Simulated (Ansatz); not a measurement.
# Si₂H₃Cl (SMILES [SiH2]=[SiH]Cl): functionals against CCSD(T) at one geometry

Aim: energy, forces and dipole at a structure displaced at random from a GFN2-xTB minimum, from CCSD(T) and from density functionals.

Method: single points in def2-TZVPP; program: Ansatz 0.2.0, Gaussian basis.

Correlated methods freeze the cores.

### 1 The system as given

SMILES `[SiH2]=[SiH]Cl`, 6 atoms, charge 0, spin multiplicity 1.

Atoms are counted from 1 here; the program's logs count them from 0.

Bond lengths: Si1–Si2 2.131 Å, Si1–H4 1.646 Å, Si1–H5 1.340 Å, Si2–Cl3 2.057 Å, Si2–H6 1.528 Å. Angles: Si2–Si1–H4 118.4°, Si2–Si1–H5 119.6°, H4–Si1–H5 90.8°, Si1–Si2–Cl3 121.1°, Si1–Si2–H6 113.7°, Cl3–Si2–H6 108.7°.

Coordinates:

```xyz
6

Si   -0.3663    0.3258   -1.0059
Si    0.4182   -0.4640    0.8116
Cl    1.9306    0.4969    1.8212
H    -1.8388   -0.2029   -1.5183
H    -0.7869    1.5974   -1.0487
H     0.7451   -1.9545    0.7423
```

### 2 CCSD(T)/def2-TZVPP

Contents of run/in.yaml:

```yaml
crystal:
  periodic: [false, false, false]
  atoms:
    - {symbol: Si, position_ang: [-0.366300, 0.325800, -1.005900]}
    - {symbol: Si, position_ang: [0.418200, -0.464000, 0.811600]}
    - {symbol: Cl, position_ang: [1.930600, 0.496900, 1.821200]}
    - {symbol: H, position_ang: [-1.838800, -0.202900, -1.518300]}
    - {symbol: H, position_ang: [-0.786900, 1.597400, -1.048700]}
    - {symbol: H, position_ang: [0.745100, -1.954500, 0.742300]}
basis:
  gaussian: {orbitals: def2-TZVPP}
correlation: {method: ccsd_t}
output: {forces: true}
```

The command line of these runs was not kept.

### 3 PBE0-D4/def2-TZVPP

Edit run/in.yaml of step 2 so:

```diff
@@ -11,3 +11,3 @@
   gaussian: {orbitals: def2-TZVPP}
-correlation: {method: ccsd_t}
-output: {forces: true}
+hamiltonian: {xc: pbe0, dispersion: d4}
+output: {forces: true, orbitals: {seedname: orbitals}}
```

### 4 wB97M-V/def2-TZVPP

Edit run/in.yaml of step 3 so:

```diff
@@ -11,3 +11,3 @@
   gaussian: {orbitals: def2-TZVPP}
-hamiltonian: {xc: pbe0, dispersion: d4}
-output: {forces: true, orbitals: {seedname: orbitals}}
+hamiltonian: {xc: {name: wB97M-V}}
+output: {forces: true}
```

### 5 r2SCAN-D4/def2-TZVPP

Edit run/in.yaml of step 4 so:

```diff
@@ -11,3 +11,3 @@
   gaussian: {orbitals: def2-TZVPP}
-hamiltonian: {xc: {name: wB97M-V}}
+hamiltonian: {xc: r2scan, dispersion: d4}
 output: {forces: true}
```

### 6 PBE-D4/def2-TZVPP

Edit run/in.yaml of step 5 so:

```diff
@@ -11,3 +11,3 @@
   gaussian: {orbitals: def2-TZVPP}
-hamiltonian: {xc: r2scan, dispersion: d4}
+hamiltonian: {xc: pbe, dispersion: d4}
 output: {forces: true}
```

### 7 r2SCAN0-D4/def2-TZVPP

Edit run/in.yaml of step 6 so:

```diff
@@ -11,3 +11,3 @@
   gaussian: {orbitals: def2-TZVPP}
-hamiltonian: {xc: pbe, dispersion: d4}
+hamiltonian: {xc: {name: r2SCAN0}, dispersion: d4}
 output: {forces: true}
```

### 8 B97M-V/def2-TZVPP

Edit run/in.yaml of step 7 so:

```diff
@@ -11,3 +11,3 @@
   gaussian: {orbitals: def2-TZVPP}
-hamiltonian: {xc: {name: r2SCAN0}, dispersion: d4}
+hamiltonian: {xc: {name: B97M-V}}
 output: {forces: true}
```

(Steps that only read results are left out.)

Before running it: what results should come out? Wanted: energy less free atoms, CCSD(T)/def2-TZVPP; RMS force component; RMS force error; HOMO and LUMO, PBE0-D4; T1 diagnostic.

**Answer**, as computed:

```
                                  quantity                                                                                             value
energy less free atoms, CCSD(T)/def2-TZVPP                                                                                    -1497.2 kJ/mol
                       RMS force component                                                              1.367 to 1.454 eV/Å over the methods
                           RMS force error  PBE0-D4 0.139, wB97M-V 0.157, r2SCAN-D4 0.116, PBE-D4 0.193, r2SCAN0-D4 0.144, B97M-V 0.132 eV/Å
                    HOMO and LUMO, PBE0-D4                                                                                -6.59 and -2.72 eV
                             T1 diagnostic                                                                                             0.017
```

Against CCSD(T) the functionals' energies less atoms differ by -92.8 to -33.9 kJ/mol, PBE-D4 by -63.2 kJ/mol. The reference is not at the basis limit: in triple zeta CCSD(T) underbinds, which counts against methods that bind more; the gaps are no ranking. For forces r2SCAN-D4 does best and PBE-D4 worst. Frozen-core CCSD(T) forces in triple zeta carry basis errors of their own, and this is one geometry, so small gaps rank nothing. The restricted Hartree–Fock reference is unstable towards an unrestricted one at one or more of these structures.
